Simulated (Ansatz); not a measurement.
# C4H4ClF: molecular dynamics

Method: RKS PBE/STO-3G, in Ansatz 0.2.0.

## Step 1: The starting structure

Bond lengths: F1–C2 1.404 Å, C2–C3 1.224 Å, C3–C4 1.425 Å, C4–C5 1.495 Å, C5–Cl6 1.789 Å, C4–H7 1.144 Å, C4–H8 1.087 Å, C5–H9 1.150 Å, C5–H10 1.101 Å. Angles: F1–C2–C3 179.1°, C2–C3–C4 175.2°, C3–C4–C5 114.2°, C3–C4–H7 105.2°, C3–C4–H8 112.7°, C5–C4–H7 107.0°, C5–C4–H8 111.1°, H7–C4–H8 105.9°, C4–C5–Cl6 113.0°, C4–C5–H9 113.8°, C4–C5–H10 110.0°, Cl6–C5–H9 107.0°, Cl6–C5–H10 108.2°, H9–C5–H10 104.4°.

Structure file:

```xyz
10

F     1.5488   -3.0102    1.5138
C     0.8733   -2.0102    0.7972
C     0.2873   -1.1476    0.1562
C    -0.2887   -0.0897   -0.6049
C    -0.2050    1.2521    0.0486
Cl   -1.0385    2.5346   -0.8791
H    -1.3989   -0.3510   -0.6910
H     0.0890   -0.0527   -1.6232
H    -0.6334    1.2771    1.1153
H     0.8491    1.5464    0.1700
```

## Step 2: Preparing the start

The input, input.yaml:

```yaml
crystal:
  periodic: [false, false, false]
  atoms:
    - { symbol: F, position_ang: [1.5488, -3.0102, 1.5138] }
    - { symbol: C, position_ang: [0.8733, -2.0102, 0.7972] }
    - { symbol: C, position_ang: [0.2873, -1.1476, 0.1562] }
    - { symbol: C, position_ang: [-0.2887, -0.0897, -0.6049] }
    - { symbol: C, position_ang: [-0.205, 1.2521, 0.0486] }
    - { symbol: Cl, position_ang: [-1.0385, 2.5346, -0.8791] }
    - { symbol: H, position_ang: [-1.3989, -0.351, -0.691] }
    - { symbol: H, position_ang: [0.089, -0.0527, -1.6232] }
    - { symbol: H, position_ang: [-0.6334, 1.2771, 1.1153] }
    - { symbol: H, position_ang: [0.8491, 1.5464, 0.17] }
basis:
  gaussian: { orbitals: STO-3G }
hamiltonian:
  xc: pbe
relax:
  f_tol: 0.02
  max_steps: 40
```

Command:

```bash
$ ansatz run input.yaml --threads 1 --pin off --max-ram 2048MiB --backend cpu --events-out ev --progress --plain --runs-dir out
```

**Question.** How long does this run take on 1 thread of an Arm CPU, shared host, and how much memory does it need?

About 15 s, with a peak of 0.12 GiB.
